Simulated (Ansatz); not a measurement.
Molecular dynamics of H$_{4}$O

Input:

```yaml
crystal:
  periodic: [false, false, false]
  atoms:
    - { symbol: O, position_ang: [-0.313935, -0.093542, -1.133897] }
    - { symbol: H, position_ang: [0.499378, -0.60628, -1.031321] }
    - { symbol: H, position_ang: [-0.038575, 0.781225, -0.802803] }
    - { symbol: H, position_ang: [-0.12151, 0.008926, 1.428371] }
    - { symbol: H, position_ang: [-0.037596, 0.114688, 2.176945] }
magnetization:
  spin_polarized: true
basis:
  gaussian: { orbitals: cc-pVDZ }
hamiltonian:
  xc: b3lyp
  dispersion: d4
md:
  timestep: 2.0
  n_steps: 40
  ensemble: nve
  temperature: 3000.0
  initial_velocities: maxwell_boltzmann
  seed: 217385
```

Launched with:

```bash
$ ansatz run input.yaml --threads 1 --pin off --max-ram 2048MiB --backend cpu --events-out ev --progress --plain --runs-dir out
```

It goes on from the last frame of an earlier run, with new velocities.

Output, in part (step lines, the closing report, with atoms numbered from 0):

```
md step     0: t =     0.00 fs  T =  3000.0 K  F+E_penalty+E_count = -2111.58124909 eV  E_kin = 1.163340 eV  conserved = -2110.41790910 eV  (22 SCF iters)
[... lines left out ...]
Total energy: -2101.52822203 eV, -77.2297376925 hartree
Atom 0 at     0.390908    -0.214821    -2.280930 Å, force    -2.521673     1.373334     1.396561 eV/Å
Atom 1 at    -0.461824     0.249578    -1.808658 Å, force     2.521669    -1.373303    -1.396595 eV/Å
Atom 2 at    -0.635194     4.989316    -7.325305 Å, force     0.000004    -0.000032     0.000035 eV/Å
Atom 3 at     0.746774     2.817697    19.387714 Å, force    -0.000000     0.000000    -0.000000 eV/Å
Atom 4 at   -10.535340    -5.833085     9.723180 Å, force     0.000000     0.000001    -0.000001 eV/Å
Dipole moment:    -0.278659     0.151744     0.154324 e Å
```

The steps, from the saved trajectory:

```
time (fs)  T (K)  potential energy less start (eV)  conserved less start (meV/atom)
      0.0   3000                             0.000                             0.00
      2.0   1844                             0.677                            45.65
      4.0   1754                             0.701                            43.49
      6.0   2521                             0.192                             1.24
      8.0   2827                             0.252                            36.95
     10.0   2148                             0.904                           114.82
     12.0   1432                             1.199                           118.15
     14.0   3134                             0.300                            70.31
     16.0   7722                             1.597                           685.59
     18.0  22172                             3.784                          2243.66
     20.0  18382                             4.690                          2130.96
     22.0  16901                             5.221                          2122.39
     24.0  15247                             5.937                          2137.26
     26.0  13266                             7.846                          2365.33
     28.0  22633                             6.163                          2755.23
     30.0  23275                             5.847                          2741.82
     32.0  24050                             5.201                          2672.79
     34.0  25249                             6.356                          2996.82
     36.0  32564                             7.117                          3716.31
     38.0  27473                             9.107                          3719.46
     40.0  26113                             9.518                          3696.09
     42.0  25478                             9.839                          3711.01
     44.0  25291                             9.864                          3701.62
     46.0  24898                            10.051                          3708.61
     48.0  25187                             9.893                          3699.27
     50.0  25062                            10.018                          3714.64
     52.0  25156                             9.880                          3694.28
     54.0  24841                            10.052                          3704.24
     56.0  25022                             9.959                          3699.83
     58.0  25064                             9.939                          3698.97
     60.0  25080                             9.905                          3693.62
     62.0  24949                             9.983                          3698.99
     64.0  24862                            10.027                          3701.00
     66.0  25114                             9.883                          3691.65
     68.0  25036                            10.005                          3709.96
     70.0  25102                             9.934                          3700.86
     72.0  24798                            10.090                          3708.59
     74.0  25128                             9.917                          3699.60
     76.0  25028                            10.028                          3714.13
     78.0  25130                             9.887                          3693.74
     80.0  24829                            10.054                          3703.71
```

The run went to its last step. The conserved energy changed by up to 3700 meV per atom, so the integration failed: the time step of 2 fs is too long for the fastest motions that this run met, and the later frames carry no physical meaning.

Parted: O1–H3 0.97 → 7.32 Å, H4–H5 0.76 → 17.19 Å. It ends as H + H + H + HO. Pairs count as bonded within 1.25 times the sum of covalent radii (0.12 Å more for H–H).

Last frame:

```xyz
5
Properties=species:S:1:pos:R:3
O 0.391 -0.215 -2.281
H -0.462 0.250 -1.809
H -0.635 4.989 -7.325
H 0.747 2.818 19.388
H -10.535 -5.833 9.723
```

Run time: 80 s on 1 thread of Arm Neoverse V1, with other jobs on the host, peak memory 0.17 GiB.
